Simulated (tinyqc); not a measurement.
Inside a calculation (part 2 of 2). Method: CIS and TDHF on RHF in the sto-6g basis, for H2O, spin multiplicity 1. Computed by tinyqc, a small Python program that keeps every step (integrals from PySCF). Command: `OMP_NUM_THREADS=1 python tinyqc.py 31599 31600 out.jsonl` (the two numbers bound the seeds that draw the settings). One thread of a shared host (Intel(R) Xeon(R) Processor @ 2.60GHz), about 0.1 s of CPU time with the checks.

Geometry (angstrom):

| atom | x | y | z |
|---|---|---|---|
| O | 0.00000 | 0.00000 | 0.00000 |
| H | 0.00000 | 0.78500 | 0.69600 |
| H | 0.00000 | -0.78400 | 0.69500 |

## CIS singlet states

CIS matrix A, singlet (hartree), lower triangle:
```
          1>6       1>7       2>6       2>7      3>6       3>7       4>6      4>7
1>6  20.29789
1>7  -0.00024  20.33935
2>6   0.02690   0.00015   1.35506
2>7   0.00015   0.04475  -0.00046   1.37156
3>6  -0.00010  -0.00045   0.00021  -0.02277  0.66151
3>7  -0.02039   0.00024   0.05416  -0.00030  0.00099   0.89978
4>6  -0.02306  -0.00002   0.06817  -0.00077  0.00141   0.13627   0.61762
4>7  -0.00007  -0.02757  -0.00058  -0.01797  0.04267  -0.00092  -0.00011  0.63634
5>6   0.00000   0.00000   0.00000   0.00000  0.00000   0.00000   0.00000  0.00000
5>7   0.00000   0.00000   0.00000   0.00000  0.00000   0.00000   0.00000  0.00000

          5>6      5>7
5>6   0.40405
5>7  -0.00026  0.44885
```

dipole integrals <i|r|a> (bohr):
```
            x         y         z
1>6   0.00000   0.00039   0.04409
1>7   0.00000   0.05166  -0.00033
2>6   0.00000  -0.00009  -0.09273
2>7   0.00000  -0.09360   0.00116
3>6   0.00000  -0.81236  -0.00494
3>7   0.00000   0.00680  -0.72454
4>6   0.00000  -0.00727  -0.62117
4>7   0.00000  -0.73843   0.00308
5>6   0.06653   0.00000   0.00000
5>7  -0.00051   0.00000   0.00000
```

Diagonalise A (1 hartree = 27.211386 eV); each vector has its largest component positive (the first on a tie). The transition dipole is mu = sqrt2 sum c_ia <i|r|a>.

singlet excitation energies (eV): 10.99459  12.21389  15.24307  16.44693  18.83476  25.60857  37.30435  37.35799  552.33609  553.46588

lowest vectors:
```
     state 1   state 2   state 3   state 4   state 5   state 6
1>6  0.00000   0.00000   0.00078   0.00000   0.00001   0.00163
1>7  0.00000   0.00000   0.00001   0.00110   0.00076  -0.00002
2>6  0.00000   0.00000  -0.05493   0.00080   0.00012  -0.17804
2>7  0.00000   0.00000   0.00048   0.00094   0.04259   0.00123
3>6  0.00000   0.00000  -0.01015  -0.59830   0.80049   0.00449
3>7  0.00000   0.00000  -0.36418   0.00700  -0.00468   0.91972
4>6  0.00000   0.00000   0.92965  -0.00571   0.00542   0.34983
4>7  0.00000   0.00000   0.00229   0.80122   0.59779  -0.00202
5>6  0.99998  -0.00579   0.00000   0.00000   0.00000   0.00000
5>7  0.00579   0.99998   0.00000   0.00000   0.00000   0.00000
```

oscillator strengths 2/3 w |mu|^2: 0.00238  0.00000  0.07105  0.00899  1.10804  0.94350

## TDHF (RPA) singlet states

Given earlier and not repeated: Two-electron integrals over orbitals (pq|rs).

B(ia,jb) = 2 (ia|jb) - (ib|ja); the squared energies are the eigenvalues of (A - B)(A + B); 1 hartree = 27.211386 eV.

TDHF matrix B, singlet (hartree), lower triangle:
```
          1>6       1>7       2>6       2>7      3>6       3>7      4>6      4>7
1>6   0.03058
1>7  -0.00010   0.01990
2>6   0.00958   0.00007   0.09963
2>7   0.00008   0.01823  -0.00031   0.06477
3>6  -0.00001   0.01377   0.00071  -0.00575  0.06861
3>7  -0.01613   0.00005   0.10964  -0.00084  0.00055   0.15951
4>6  -0.00192  -0.00004   0.05889  -0.00067  0.00113   0.14342  0.09105
4>7  -0.00011  -0.01182  -0.00038  -0.01576  0.00301  -0.00091  0.00015  0.07255
5>6   0.00000   0.00000   0.00000   0.00000  0.00000   0.00000  0.00000  0.00000
5>7   0.00000   0.00000   0.00000   0.00000  0.00000   0.00000  0.00000  0.00000

          5>6      5>7
5>6   0.03586
5>7  -0.00010  0.02405
```

squared energies w^2 (hartree^2): 0.16197  0.20089  0.30905  0.36059  0.47380  0.82020  1.83428  1.87954  412.00624  413.69342

TDHF energies from the positive w^2 (eV): 10.95122  12.19633  15.12741  16.34017  18.73050  24.64394  36.85391  37.30585  552.33500  553.46476

## CIS matrix, triplets

orbital energies (hartree): MO1 -20.52479, MO2 -1.24238, MO3 -0.56356, MO4 -0.46486, MO5 -0.39839, MO6 0.52436, MO7 0.61123

A(ia,jb) = (e_a - e_i) d_ij d_ab - (ij|ab).

CIS matrix A, triplet (hartree), lower triangle:
```
          1>6       1>7       2>6       2>7       3>6       3>7       4>6      4>7
1>6  20.23673
1>7  -0.00004  20.29954
2>6   0.00773   0.00000   1.15580
2>7   0.00000   0.00829   0.00017   1.24202
3>6  -0.00008  -0.00806  -0.00122  -0.08820   0.52430
3>7  -0.00806   0.00014  -0.08820   0.00137  -0.00011   0.58076
4>6  -0.01921   0.00011  -0.04961   0.00038  -0.00085  -0.05696   0.43551
4>7   0.00011  -0.00392   0.00038   0.01355  -0.05696   0.00090  -0.00040  0.49125
5>6   0.00000   0.00000   0.00000   0.00000   0.00000   0.00000   0.00000  0.00000
5>7   0.00000   0.00000   0.00000   0.00000   0.00000   0.00000   0.00000  0.00000

          5>6      5>7
5>6   0.33233
5>7  -0.00007  0.40074
```

## CIS triplet states

Diagonalise A (1 hartree = 27.211386 eV); each vector has its largest component positive (the first on a tie).

triplet excitation energies (eV): 9.04327  10.90471  11.09941  12.13837  15.19043  16.13270  31.87219  34.10255  550.67025  552.37884

lowest vectors:
```
     state 1   state 2  state 3   state 4   state 5   state 6
1>6  0.00000   0.00000  0.00100  -0.00002   0.00000  -0.00003
1>7  0.00000   0.00000  0.00000   0.00039   0.00014   0.00000
2>6  0.00000   0.00000  0.10383  -0.00150   0.00274   0.11198
2>7  0.00000   0.00000  0.00015   0.05645   0.11155  -0.00286
3>6  0.00000   0.00000  0.01253   0.62842   0.76810  -0.00604
3>7  0.00000   0.00000  0.35864  -0.01101   0.01041   0.92245
4>6  0.00000   0.00000  0.92756  -0.01134  -0.00882  -0.36923
4>7  0.00000   0.00000  0.00869   0.77566  -0.63039   0.01302
5>6  1.00000  -0.00096  0.00000   0.00000   0.00000   0.00000
5>7  0.00096   1.00000  0.00000   0.00000   0.00000   0.00000
```

## TDHF (RPA) triplet states

B(ia,jb) = - (ib|ja); the squared energies are the eigenvalues of (A - B)(A + B); 1 hartree = 27.211386 eV.

TDHF matrix B, triplet (hartree), lower triangle:
```
          1>6       1>7       2>6       2>7       3>6       3>7       4>6       4>7
1>6  -0.03058
1>7   0.00010  -0.01990
2>6  -0.00958  -0.00007  -0.09963
2>7  -0.00007  -0.01823   0.00031  -0.06477
3>6   0.00001   0.00616  -0.00071  -0.07118  -0.06861
3>7  -0.00380  -0.00005  -0.03272   0.00084  -0.00055  -0.15951
4>6   0.00192   0.00009  -0.05889   0.00048  -0.00113  -0.04981  -0.09105
4>7   0.00007   0.01182   0.00057   0.01576  -0.09662   0.00091  -0.00015  -0.07255
5>6   0.00000   0.00000   0.00000   0.00000   0.00000   0.00000   0.00000   0.00000
5>7   0.00000   0.00000   0.00000   0.00000   0.00000   0.00000   0.00000   0.00000

          5>6       5>7
5>6  -0.03586
5>7   0.00010  -0.02405
```

squared energies w^2 (hartree^2): 0.10916  0.13779  0.16001  0.16939  0.30786  0.33401  1.36025  1.56047  409.52524  412.07028

TDHF energies from the positive w^2 (eV): 8.99048  10.10092  10.88505  11.19937  15.09837  15.72650  31.73660  33.99214  550.66948  552.37792
